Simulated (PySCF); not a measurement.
**SMILES [O-]c1cncs1, [C$_{3}$H$_{2}$NOS]-, charge -1**

Molfile (atoms numbered from 1):
```
C3H2NOS
     RDKit          3D

  8  8  0  0  0  0  0  0  0  0999 V2000
    2.5330   -0.5264    0.0843 O   0  0  0  0  0  0  0  0  0  0  0  0
    1.3259   -0.2964    0.0136 C   0  0  0  0  0  0  0  0  0  0  0  0
    0.5610    0.8658   -0.1617 C   0  0  0  0  0  0  0  0  0  0  0  0
   -0.7946    0.7664   -0.1952 N   0  0  0  0  0  0  0  0  0  0  0  0
   -1.2107   -0.4534   -0.0528 C   0  0  0  0  0  0  0  0  0  0  0  0
    0.0421   -1.6352    0.1419 S   0  0  0  0  0  0  0  0  0  0  0  0
    1.0345    1.8345   -0.2698 H   0  0  0  0  0  0  0  0  0  0  0  0
   -2.2589   -0.7287   -0.0532 H   0  0  0  0  0  0  0  0  0  0  0  0
  1  2  1  0
  2  3  2  0
  3  4  1  0
  4  5  2  0
  5  6  1  0
  6  2  1  0
  3  7  1  0
  5  8  1  0
M  CHG  1   1  -1
M  END
```

Computed with quadratic response CAM-B3LYP/aug-cc-pVTZ first hyperpolarisability, Taylor convention, gas phase in PySCF 2.14.0. Geometry: PBE0-D3(BJ)/def2-TZVP.

For a gas-phase anion, states above the detachment energy (about 1.7 eV, taken as minus the energy of the highest occupied orbital) lie in the continuum and depend on the basis.

(1) Give the tensor of the second harmonic β(−2ω;ω,ω) at 1064 nm in the axes of these coordinates.

Answers

(1) In au, Taylor convention; rows are the first index (the induced dipole):
```tsv
	xx	yy	zz	xy	xz	yz
x	+622.0	+20.5	+138.9	+199.7	-15.0	+28.2
y	+199.3	-27.2	-80.0	+39.3	+26.6	-26.9
z	-15.8	-36.8	+67.7	+29.1	+164.7	-152.4
```
Norm of βᵢ = ⅓ Σⱼ (βᵢⱼⱼ + βⱼᵢⱼ + βⱼⱼᵢ): 812.6 au, hyper-Rayleigh value 332.7 au.
